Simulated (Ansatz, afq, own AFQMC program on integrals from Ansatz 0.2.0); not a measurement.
SiH3O, doublet in cc-pVDZ, levels against AFQMC with the constraint released

```xyz
5

Si    0.0045    0.0000    0.5961
O    -0.0246    0.0000   -1.2582
H     1.6519   -0.0001    0.8763
H    -0.6940    1.3629    1.2421
H    -0.6942   -1.3628    1.2421
```

Connectivity, by distances: SiH3–O.

Basis cc-pVDZ. Only valence electrons are correlated. Ansatz 0.2.0 and our own AFQMC program on the same integrals; the CISD trial comes from CCSD amplitudes, and released means the phaseless constraint is let go. Uncertainties: one standard error, sampling alone.

Determinant: UHF, the one that the program's search chose, which needn't be the lowest solution. The geometry is a point of a scan.

No full CI on the walks' own integrals is used here. The released AFQMC energy serves as the reference, which it does only where one determinant dominates, the energy is flat over the last release times and near the phaseless one (40 meV or 2 meV an electron, half that with transition metals). On small molecules, where full CI could be run and the noise was under 10 meV, such values lay within 10 meV of it in 19 cases of 20, a flattering rate, since the rule was set on those same cases; what remains of the bias isn't in the error bar.

Cautions: the released value is read at 1.62 1/Eh with a noise of 23 meV, more than in the cases checked, later times being too noisy (meV from the phaseless value at times in 1/Eh: 1 ± 13 at 0.24, 7 ± 11 at 0.51, -27 ± 16 at 0.99, -4 ± 23 at 1.62, 26 ± 25 at 2.40).

```
T1 diagnostic                               : 0.0184
weight of the determinant in the CISD state : 0.878
⟨S²⟩ of the determinant                     : 0.759
size of the correlated space                : 13 electrons in 41 orbitals
```

Reference: AFQMC with the constraint released, correlation energy -8.004 ± 0.023 eV.

```json
{"level": "HF", "E − E(reference) (kcal/mol)": "184.58 ± 0.52", "share of correlation (%)": "0.00"}
{"level": "MP2", "E − E(reference) (kcal/mol)": "28.63 ± 0.52", "share of correlation (%)": "84.49"}
{"level": "CCSD", "E − E(reference) (kcal/mol)": "4.86 ± 0.52", "share of correlation (%)": "97.37"}
{"level": "CCSD(T)", "E − E(reference) (kcal/mol)": "0.96 ± 0.52", "share of correlation (%)": "99.48"}
{"level": "ph-AFQMC/CISD", "E − E(reference) (kcal/mol)": "0.10 ± 0.59", "share of correlation (%)": "99.95"}
```

A walk keeps the symmetry of its determinant, which the program's search chose and which needn't be the lowest solution, so a lower state of the same spin and another symmetry isn't excluded. Released energies are given only where the last usable release times agree within the noise; a slower fall can still hide under it.
